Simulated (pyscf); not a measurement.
H₂B–Cl + H₂O → H₂B–OH + HCl (four-centre exchange; singlet surface; B–Cl, H–O broken, B–O, Cl–H formed). Single points on ωB97X-D3(BJ)/def2-SVP structures (PySCF, gas phase). MP2 and CC: frozen core, UHF for open shells. ΔMP2 is the change of the MP2 total energy from the triple- to the quadruple-zeta basis. Energies in kJ/mol from the separated reactants.

```json
[
 {"level": "B3LYP-D3(BJ)/def2-TZVP", "barrier": "17.7", "reaction energy": "-53.1"},
 {"level": "M06-2X/def2-TZVP", "barrier": "[?]", "reaction energy": "-51.8"},
 {"level": "ωB97M-D3(BJ)/def2-TZVP", "barrier": "18.9", "reaction energy": "-52.5"},
 {"level": "HF/def2-TZVP", "barrier": "83.6", "reaction energy": "-53.4"},
 {"level": "MP2/def2-QZVPP", "barrier": "24.1", "reaction energy": "-43.1"},
 {"level": "CCSD(T)/def2-TZVPP", "barrier": "29.3", "reaction energy": "-48.3"},
 {"level": "CCSD(T)/def2-TZVPP + ΔMP2(QZVPP)", "barrier": "[?]", "reaction energy": "[?]"}
]
```

Q: Complete the blanks.

A: 
- M06-2X/def2-TZVP, barrier: 14.4
- CCSD(T)/def2-TZVPP + ΔMP2(QZVPP), barrier: 30.9
- CCSD(T)/def2-TZVPP + ΔMP2(QZVPP), reaction energy: -46.1

Of the functionals in the table, ωB97M-D3(BJ) is closest to CCSD(T)/def2-TZVPP + ΔMP2(QZVPP) in the barrier (12.0 kJ/mol apart) and M06-2X least close (16.5 kJ/mol); that level has limits of its own. On the reactant side the descent ends in an adduct with a B–O contact, 61.3 kJ/mol under the separated species and 82.7 kJ/mol under the saddle at ωB97X-D3(BJ)/def2-TZVP. On the product side the descent ends in a complex, 19.6 kJ/mol under the separated species and 89.0 kJ/mol under the saddle at ωB97X-D3(BJ)/def2-TZVP. What is counted as formed (B–O) is already present as a longer contact in the reactant adduct; forming that adduct is a step of its own. At ωB97X-D3(BJ) the barrier from the zero used here is 21.5 kJ/mol. One saddle was located; it need not be the lowest between these sides. The CCSD(T) − MP2 part came from Ansatz, without density fitting, on the same reference.
